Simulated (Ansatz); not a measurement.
A nudged elastic band was laid between two geometries of BH4N + FH (8 atoms, charge 0, multiplicity 1).

Method: RKS PBE0-D4/cc-pVDZ (Ansatz 0.2.0).

| Property | Result |
| --- | --- |
| movable images | 5 |
| climbing image | yes |
| spring | 5.0 eV/Å² |
| optimiser | quadratic models (default) |
| start path | through a guess of the saddle point |
| force threshold | 0.05 eV/Å |
| iteration limit | 10 |
| end points | relaxed |

First end point:

```xyz
8
Properties=species:S:1:pos:R:3
B 0.040 -0.298 0.229
N 0.020 -0.160 1.625
H -0.811 -0.337 2.178
H 0.867 -0.115 2.180
H 1.098 -0.212 -0.339
H -1.003 -0.489 -0.342
F -0.334 2.521 0.830
H -0.224 1.689 1.243
```

Last end point:

```xyz
8
Properties=species:S:1:pos:R:3
B 0.023 0.389 0.103
N -0.116 0.214 1.743
H -0.347 -0.747 1.998
H 0.757 0.465 2.210
H 0.939 -0.373 -0.195
H -1.085 0.072 -0.319
F 0.332 1.752 -0.046
H -0.848 0.825 2.111
```

**Question.** Which bonds break or form, and what moves?

**Answer.** Bonds broken: F7–H8. Bonds formed: B1–F7, N2–H8. BH4N + FH becomes BFH5N.

**Question.** Give the energies along the band, and the barrier.

**Answer.** The forces met the threshold. The highest image is number 2 of 0 to 6, 0.33 eV above the first end and 1.25 eV above the last; the last end lies 0.92 eV below the first. Another band between the same ends (5 images) ends at a top of the same energy, where a vibrational analysis finds 1 clearly imaginary mode. The orbitals stay closed-shell, which can raise the energy where a bond breaks towards radicals; this wasn't checked here.

```csv
image,path coordinate (Å),energy (eV),F7–H8 (Å),B1–F7 (Å),N2–H8 (Å)
0,0.00,0.00,0.94,2.91,1.90
1,0.54,0.07,0.94,2.40,1.81
2,1.08,0.33,1.07,1.81,1.42
3,1.63,-0.55,1.64,1.49,1.05
4,2.18,-0.87,2.25,1.41,1.02
5,2.73,-0.90,2.42,1.41,1.02
6,3.28,-0.92,2.63,1.41,1.02
```

**Question.** What is the geometry of the highest image?

**Answer.** 
```xyz
8
Properties=species:S:1:pos:R:3
B -0.007 0.082 0.249
N -0.014 0.074 1.755
H -0.798 -0.373 2.222
H 0.855 -0.153 2.229
H 1.071 -0.019 -0.279
H -1.015 -0.297 -0.291
F -0.244 1.867 0.377
H -0.192 1.417 1.342
```

The run took 35 s on 1 thread of AMD EPYC 9R45 96-Core Processor (Zen 5) (shared host), peak memory 0.14 GiB.
